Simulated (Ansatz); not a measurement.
Basis-set extrapolation for CH₇AlSi, SMILES `[AlH2][CH2][SiH3]` (PBE0-D4/def2-TZVP geometry, frozen core, the Gaussian-basis code of Ansatz). Multiplicity 1, RHF reference.

```
                      def2-TZVPP   def2-QZVPP
                 HF  -572.817078  -572.835482
    MP2 correlation    -0.393031    -0.419303
CCSD(T) correlation    -0.458617      not run
```

Energies in hartree. Use E(X) = E(∞) + A·exp(−7.88·√X) for Hartree–Fock and E(X) = E(∞) + B·X^(−2.97) for correlation, with X = 3 and 4, and add CCSD(T) minus MP2 of the smaller set to the MP2 limit.

What is the CCSD(T) energy at the basis-set limit?

HF limit: -572.835482 + (-0.018404) × 0.13774 = -572.83802. MP2 limit: -0.419303 + (-0.026272) × 0.74074 = -0.43876. Higher-order term: -0.458617 − (-0.393031) = -0.06559. Total: -573.34237 hartree, 175.1 kJ/mol below CCSD(T)/def2-TZVPP.
